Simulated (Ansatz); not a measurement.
Elastic constant C44 (GPa) of solids drawn from the class of elemental solids other than molecular ones, at two levels: PBE (Ansatz, a program for electronic structure, plane waves, PAW), and PBEsol in Ansatz (plane waves, PAW).

```json
[
 {"solid": "fcc Au", "PBE": "30.3", "PBEsol": "39.6", "shift (%)": "+31"},
 {"solid": "hcp Zn", "PBE": "32.1", "PBEsol": "43.2", "shift (%)": "+35"},
 {"solid": "hcp Tl", "PBE": "7.22", "PBEsol": "8.76", "shift (%)": "+21"},
 {"solid": "hcp Mg", "PBE": "18.4", "PBEsol": "19.3", "shift (%)": "+4.9"},
 {"solid": "hcp Re", "PBE": "161", "PBEsol": "174", "shift (%)": "+8.1"},
 {"solid": "fcc Ca", "PBE": "14.6", "PBEsol": "14.3", "shift (%)": "-2.1"},
 {"solid": "hcp Ti", "PBE": "44.3", "PBEsol": "43.0", "shift (%)": "-2.9"},
 {"solid": "fcc Cu", "PBE": "80.6", "PBEsol": "95.9", "shift (%)": "+19.0"},
 {"solid": "hcp Lu", "PBE": "30.7", "PBEsol": "34.1", "shift (%)": "+11.1"},
 {"solid": "hcp Co", "PBE": "98.3", "PBEsol": "111", "shift (%)": "+12.9"}
]
```

The shifts run from -2.9 % to +35 %, with a median of +12.0 %.

Over all 10 rows PBEsol is the larger in 8.

Ansatz's runs of these crystals have no spin polarisation, but for hcp Co.

Density-functional runs with spin start from parallel moments for hcp Co.

Spin–orbit coupling is left out, also for the solids with elements from indium on (fcc Au, hcp Tl, hcp Re, hcp Lu); its size isn't shown.

Each level is taken at its own relaxed cell. Ansatz's density-functional and Hartree–Fock values are scalar-relativistic unless marked +SOC, with PAW data made under PBE.
